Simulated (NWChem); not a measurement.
# Total energies of Si (+1)

```
Si
```
Charge +1, spin multiplicity 2.

All runs are NWChem calculations.

Basis set: 3-21G (13 functions).

| method | total energy (Ha) |
|---|---|
| UHF | -287.06211 |
| UMP2 | -287.08072 |
| UB2PLYP | -287.43283 |
| UPBE | -287.39121 |
| UB3LYP | -287.56769 |
| Ur2SCAN | -287.49040 |

Total energies of different functionals aren't comparable as a measure of quality: only differences taken within one method are. 

The correlated methods keep 5 core orbitals frozen. B3LYP has NWChem's definition, with VWN1-RPA local correlation. The stability of the SCF solutions was not checked. Open-shell Hartree-Fock references start from PBE0 orbitals.
